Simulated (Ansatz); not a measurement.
**BSiNH+ (triplet): the correlation ladder, def2-TZVPP**

The task here is to estimate one member of a computed series from the others.

Computed with Ansatz 0.2.0, Gaussian basis. Level: def2-TZVPP, core rule «outside noble gas», up to 7 orbitals frozen.

Plan: UHF; ROHF; CCSD(T) on UHF.

2 further runs of the same task are left out: 2 set aside as unsound or not needed.

## The system

The geometry is a PBE0/def2-TZVP stationary point (not a proven minimum) of the parent state, kept for this charge and spin.

4 atoms, charge 1, spin multiplicity 3.

Atoms are counted from 1 here; the program's logs count them from 0.

Bond lengths: B1–N2 1.266 Å, B1–H4 1.171 Å, N2–Si3 1.683 Å. Angles: N2–B1–H4 180.0°, B1–N2–Si3 180.0°.

Set-up of the first run:

Contents of in.yaml:

```yaml
crystal:
  periodic: [false, false, false]
  atoms:
    - {symbol: B, position_ang: [0.000000, 0.000000, 0.760975]}
    - {symbol: N, position_ang: [0.000000, 0.000000, -0.505225]}
    - {symbol: Si, position_ang: [0.000000, 0.000000, -2.188225]}
    - {symbol: H, position_ang: [0.000000, 0.000000, 1.932475]}
basis:
  gaussian: {orbitals: def2-TZVPP}
total_charge: 1
magnetization: {spin_polarized: true, initial_magnetization: 2}
hamiltonian: {xc: hf}
output: {orbitals: {seedname: orbitals}}
```

Command:

```bash
$ ansatz run in.yaml --threads 1 --pin off --events-out ev --progress --plain --max-ram 4096MiB --backend cpu
```

Among the steps run: UHF; ROHF; CCSD(T) on UHF.

One table of the session follows, with a row left open; its other results are not shown here.

| method | from UCCSD(T) (kcal/mol) |
| --- | --- |
| ROHF | ? |
| UHF | +220.10 |
| UMP2 | +20.41 |
| UCCSD | +11.01 |
| UCCSD(T) | 0 |

**Question.** Estimate the row for ROHF.

As computed: from UCCSD(T) (kcal/mol): +221.34. In the column «from UCCSD(T) (kcal/mol)» it is the highest.
